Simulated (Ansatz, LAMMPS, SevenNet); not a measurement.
# Ladder of methods for the elastic constant C44 of rutile SnO2

Reference value: 103 GPa (measured, temperature not stated, no zero-point or thermal correction; as tabulated in Oses et al. (2018), arXiv:1811.08464).

```json
[
 {"level (code)": "ionic model grimes2000 (shell model, LAMMPS)", "value (GPa)": "171", "cell (Å³/atom)": "11.63"},
 {"level (code)": "SevenNet-l3i5", "value (GPa)": "81.3", "cell (Å³/atom)": "12.61"},
 {"level (code)": "LDA (Ansatz)", "value (GPa)": "94.4", "cell (Å³/atom)": "11.86"},
 {"level (code)": "PBE (Ansatz)", "value (GPa)": "(withheld)", "cell (Å³/atom)": "12.58"},
 {"level (code)": "r²SCAN (Ansatz)", "value (GPa)": "99.5", "cell (Å³/atom)": "12.09"}
]
```

Task: Some entries are withheld; supply them.

Result: 
- PBE (Ansatz, a quantum-chemistry and plane-wave program), value (GPa): 84.6

Differences against the reference: ionic model grimes2000 +66 %, SevenNet-l3i5 -21 %, LDA -8.3 %, PBE -17.9 %, r²SCAN -3.4 %.

The reference's temperature isn't stated, so close values are not ranked against it. Off by more than 25 %, or 35 % on the side where a correction would as a rule narrow the miss (bounds picked here): ionic model grimes2000 (+66 %).

The reference isn't brought to a static lattice, while the calculations are for one, so the differences are not the levels' errors alone. A static lattice is as a rule stiffer than a warm one, by over a tenth in soft solids.  Each level is taken at its own relaxed cell. Cutoffs differ between the levels. Ansatz's density-functional and Hartree–Fock values are scalar-relativistic unless marked +SOC, with PAW data made under PBE.

Empirical potentials (ionic model grimes2000) are fitted to chosen data: where that held the value shown, agreement is built in, and what lay outside the fit can be far off. Machine-learned potentials (SevenNet-l3i5) are trained on DFT data: a solid inside that data is no test of them.

Differences are worked out from the printed values.
